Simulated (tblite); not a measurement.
Input of a run (GFN2-xTB geometry optimisation, gas phase (tblite 0.8.0)), started from a force field or distance geometry:
```
{"job": {"kind": "relax", "xc": "GFN2-xTB", "basis": "xTB"}, "charge": 0, "multiplicity": 2}
C      1.693400    -0.332300     0.281400
N      0.687800    -1.134700     0.592100
C     -0.507100    -0.610200     0.406700
C     -0.408000     0.685900    -0.103000
S      1.244700     1.104900    -0.263200
H     -1.499800    -1.072200     0.586800
H     -1.207700     1.363500    -0.357000
```

Output (eV, eV/Å):
```
step      E/eV     max force
  0    -366.67174    4.882
  1    -366.99167    2.261
  2    -367.02725    0.888
  3    -367.03907    0.454
  4    -367.05246    0.287
  5    -367.05518    0.187
  6    -367.05692    0.118
  7    -367.05789    0.135
  8    -367.05863    0.074
  9    -367.05887    0.054
 10    -367.05899    0.044
 11    -367.05911    0.046
 12    -367.05920    0.041
 13    -367.05925    0.018
 14    -367.05926    0.007
```

Task: Summarise the run.

Result: The energy falls by 8.9 kcal/mol over 14 L-BFGS steps, the largest force on an atom goes from 4.88 to 0.007 eV/Å, and the atoms move by 0.056 Å rms after alignment. The bond that changes most is C1–S5 (ends: carbon bonded to N and S; sulfur bonded to 2 C), which lengthens by 0.114 Å. Bonds longer at the end by more than 0.005 Å: 3 of 7; shorter: 4. Among the angles that change most is N2–C3–H6, from 128.5° to 119.7°. The energy never rose by more than 1e-5 eV on the way. The first step brought 83 % of the lowering.

Task: What are the final bond lengths?

Result: C1–N2 1.253 Å, N2–C3 1.364 Å, C3–C4 1.357 Å, C4–S5 1.742 Å, C1–S5 1.715 Å, C3–H6 1.074 Å, C4–H7 1.071 Å. Numbering counts from 1 in the input's order; the species is `[c]1nccs1` [radical].

The run took 0.15 s on one thread, Intel Xeon at 2.50 GHz (x86_64), no GPU, shared host with 64 logical CPUs at a one-minute load of 59.

Its GFN2-xTB frequencies are all real (lowest 394 cm⁻¹).

The numbers are calculated, not measured.
